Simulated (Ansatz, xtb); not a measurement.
**Relative energy of two structures of AlB2H6−**

We compare I, a singlet given by its coordinates, with II, a singlet given by its coordinates. Both are isolated ions in the gas phase, relaxed with PBE0-D3(BJ)/def2-SVPD.

I (Å):

```xyz
9

Al   -1.6649    0.1138    0.8929
B    -0.3994   -1.2178   -0.0868
B    -2.9310    1.4446    1.8729
H     0.6797   -0.6424   -0.2694
H    -0.9338   -1.5200   -1.1601
H    -0.2625   -2.2080    0.6409
H    -3.0549    2.4431    1.1544
H    -4.0151    0.8735    2.0381
H    -2.4061    1.7326    2.9547
```

Close contacts (Å): Al1–B2 2.08, Al1–B3 2.08, B2–H4 1.24, B2–H5 1.24, B2–H6 1.24, B3–H7 1.24, B3–H8 1.24, B3–H9 1.24.

II (Å):

```yaml
atoms:
  - { symbol: Al, position_ang: [-2.5277, 0.3677, 1.8846] }
  - { symbol: B, position_ang: [-1.1415, -0.4996, 0.2148] }
  - { symbol: B, position_ang: [-0.8422, 0.9562, 0.8799] }
  - { symbol: H, position_ang: [-1.3319, 0.6773, -0.4091] }
  - { symbol: H, position_ang: [-2.3003, -0.9760, 0.3989] }
  - { symbol: H, position_ang: [-0.4853, -1.2767, -0.4618] }
  - { symbol: H, position_ang: [0.1528, 1.6384, 0.7796] }
  - { symbol: H, position_ang: [-4.0926, 0.5107, 1.4484] }
  - { symbol: H, position_ang: [-2.4390, -0.4131, 3.3141] }
```

Close contacts (Å): Al1–B2 2.34, Al1–B3 2.05, B2–B3 1.63, Al1–H5 2.02, Al1–H8 1.63, Al1–H9 1.63, B2–H4 1.35, B2–H5 1.27, B2–H6 1.22, B3–H4 1.41, B3–H7 1.21.

Estimate which is lower in electronic energy at CCSD(T)/def2-SVPD + ΔMP2/def2-TZVPPD, and by roughly how much.

The CCSD(T)/def2-SVPD + ΔMP2/def2-TZVPPD calculation puts structure I lower, by 0.114 eV.

Level by level:

| level | geometry | E(II) − E(I) (eV) | departure from the last row (eV) | job, with rough time for the two |
| --- | --- | --- | --- | --- |
| PBE0-D3(BJ)/def2-SVPD | PBE0-D3(BJ)/def2-SVPD | +0.209 | +0.095 | optimisation, 25 s |
| HF/def2-SVPD | PBE0-D3(BJ)/def2-SVPD | +0.011 | −0.103 | part of the CCSD(T) run |
| MP2/def2-SVPD | PBE0-D3(BJ)/def2-SVPD | +0.078 | −0.036 | part of the CCSD(T) run |
| CCSD(T)/def2-SVPD | PBE0-D3(BJ)/def2-SVPD | +0.111 | −0.002 | single point |
| CCSD(T)/def2-SVPD + ΔMP2/def2-TZVPPD | PBE0-D3(BJ)/def2-SVPD | +0.114 |  | single point, 15 s |

HF/def2-SVPD finds them nearly level. The largest departure from CCSD(T)/def2-SVPD + ΔMP2/def2-TZVPPD is that of HF/def2-SVPD, 0.103 eV. Levels run at GFN2-xTB geometries aren't shown. The last row adds to CCSD(T) the change of the MP2 difference between the two basis sets, here +0.002 eV.

With harmonic frequencies from PBE0-D3(BJ)/def2-SVPD (ideal gas, rigid rotor, one conformer each, 298.15 K, 1 atm): on the last row, ΔE + ΔZPE = +0.150 eV. A mode under 50 cm⁻¹ makes harmonic enthalpies and free energies unreliable, so none is given.

The correlated steps freeze 7 core orbitals. Run with Ansatz 0.2.0; the last row on 2 threads of Intel(R) Xeon(R) 6975P-C (Granite Rapids) on a shared host.
